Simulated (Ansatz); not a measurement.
# Al₂+ (quartet): from Hartree-Fock to the top rungs, def2-TZVPP

One table from this session's results is given with a row withheld; the runs are named, their logs left out.

The runs use Ansatz 0.2.0, Gaussian basis; def2-TZVPP, core rule «outside noble gas», up to 10 orbitals frozen.

The runs, in order: UHF; ROHF; CCSD(T) on UHF.

2 further runs of the same task are left out: 2 set aside as unsound or not needed.

## The system

The geometry is a PBE0/def2-TZVP stationary point (not a proven minimum) of the parent state, kept for this charge and spin.

2 atoms, charge 1, spin multiplicity 4.

Atoms are counted from 1 here; the program's logs count them from 0.

Bond lengths: Al1–Al2 2.479 Å.

The first run:

The input, in.yaml:

```yaml
crystal:
  periodic: [false, false, false]
  atoms:
    - {symbol: Al, position_ang: [0.000000, 0.000000, 0.000000]}
    - {symbol: Al, position_ang: [0.000000, 0.000000, 2.478843]}
basis:
  gaussian: {orbitals: def2-TZVPP}
total_charge: 1
magnetization: {spin_polarized: true, initial_magnetization: 3}
hamiltonian: {xc: hf}
output: {orbitals: {seedname: orbitals}}
```

The run is started by

```sh
ansatz run in.yaml --threads 1 --pin off --events-out ev --progress --plain --max-ram 4096MiB --backend cpu
```

Steps of the session up to this table: UHF; ROHF; CCSD(T) on UHF.

One of the session's tables, all rows but one given; the rest of the session is left out.

| method | from UCCSD(T) (meV) |
| --- | --- |
| ROHF | +2167.4 |
| UHF | ? |
| UMP2 | +593.9 |
| UCCSD | +102.4 |
| UCCSD(T) | 0 |

Q: Estimate the row for UHF from the others.

**Answer.** from UCCSD(T) (meV): +2114.4. In the column «from UCCSD(T) (meV)» it lies between UMP2 (+593.9) and ROHF (+2167.4).
